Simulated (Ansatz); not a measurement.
**Worked example: GeH⁺, singlet against GeH, doublet**

Geometry (PBE0/def2-TZVP stationary point of a doublet), kept for both states (GeH, doublet: Π; GeH⁺, singlet: Σ⁺):

```
atom   x (Å)   y (Å)   z (Å)
  Ge  0.0000  0.0000  0.0000
   H  0.0000  0.0000  1.6012
```

Basis cc-pVTZ; Ansatz 0.2.0. Only valence electrons are correlated (noble-gas cores and the filled d shells of p-block atoms frozen). Prefix R: restricted or restricted open-shell reference. No spin–orbit coupling is included, and no scalar relativity.

Full CI is exact within this basis and frozen core; it isn't the basis-set limit.

```csv
level,"E(GeH, doublet) (hartree)","E(GeH⁺, singlet) (hartree)"
RCCSD(T),-2076.032649,-2075.752384
PBE,-2077.247130,-2076.961634
wB97M-V,-2077.449159,-2077.167661
full CI,-2076.033308,-2075.752751
```

Q: Give the vertical gap, GeH⁺ singlet less GeH doublet, at each level in eV (1 hartree = 27.2114 eV), and each error against full CI.

A: full CI: (-2075.752751 − (-2076.033308)) × 27.2114 = 7.634 eV (the reference)
wB97M-V: (-2077.167661 − (-2077.449159)) × 27.2114 = 7.660 eV, error 0.026 eV
PBE: (-2076.961634 − (-2077.247130)) × 27.2114 = 7.769 eV, error 0.135 eV
RCCSD(T): (-2075.752384 − (-2076.032649)) × 27.2114 = 7.626 eV, error -0.008 eV

Total energies of functionals can't be set beside those of wave-function methods, since they hold the core's correlation and their own absolute errors; only the differences compare.

The reference still carries a basis error, for a change of charge of the order of 0.1 eV, so smaller errors of functionals can't be ranked.

Each level lands on the state that its own search finds. T1 diagnostics of restricted CCSD: 0.020 and 0.010.
